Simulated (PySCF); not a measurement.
## TDDFT excited states: C2H2F4

Species: norflurane, C₂H₂F₄.
InChI=1S/C2H2F4/c3-1-2(4,5)6/h1H2

Method: TDDFT B3LYP/def2-SVPD, vertical, gas phase, core orbitals frozen in the response in PySCF. Isolated species at its GFN2-xTB geometry, gas phase. Torsions of this conformer, `[F:1][CH2:2][C:3]([F:4])([F:5])[F:6]`: F1–C2–C3–F4 61°.

| state | E (eV) | λ (nm) | f | symmetry | main configurations (H = HOMO, L = LUMO) |
| --- | --- | --- | --- | --- | --- |
| S1 | 9.49 | 130.6 | 0.013 | A′ | H→L (89%), H→L+1 (10%) |
| S2 | 9.57 | 129.6 | 0.0092 | A″ | H-1→L (87%), H-1→L+1 (12%) |
| S3 | 10.07 | 123.1 | 0.016 | A′ | H→L+1 (88%), H→L (10%) |
| S4 | 10.21 | 121.5 | 0.021 | A″ | H-1→L+1 (84%), H-1→L (12%) |
| S5 | 10.95 | 113.3 | 0.035 | A″ | H→L+3 (95%) |
| S6 | 11.02 | 112.5 | 0.010 | A′ | H→L+2 (87%), H-1→L+3 (11%) |
| S7 | 11.09 | 111.8 | 0.0068 | A″ | H-2→L (96%) |
| S8 | 11.22 | 110.5 | 0.0066 | A″ | H-1→L+2 (95%) |

Triplets (Tamm–Dancoff): T1 9.06 eV, H→L (66%), H→L+1 (28%); T2 9.17 eV, H-1→L (72%), H-1→L+1 (24%); T3 9.77 eV, H→L+1 (63%), H→L (30%).

The lowest singlet lies at 9.49 eV (131 nm, vacuum ultraviolet) and is weak; its leading configuration is HOMO→LUMO (89%). The strongest level in the table is S5 at 10.95 eV (113 nm, f = 0.035). Löwdin shares by element: HOMO fluorine 45% or more, carbon 32% (atoms not listed hold the other 23%); LUMO carbon 47%, hydrogen 26% (atoms not listed hold the other 27%). Of the 8 states listed, 5 reach f = 0.01 and none stays under 0.0005. Weighted by f, the mean energy of these states is 10.45 eV. The listed states span 1.73 eV, and the widest gap between neighbours is 0.74 eV (S4 to S5). Symmetry labels in Cs follow from the direction of the transition dipole and are given only for states with f of 0.002 or more. Only the lowest 8 singlets were computed, as vertical energies without vibronic structure.
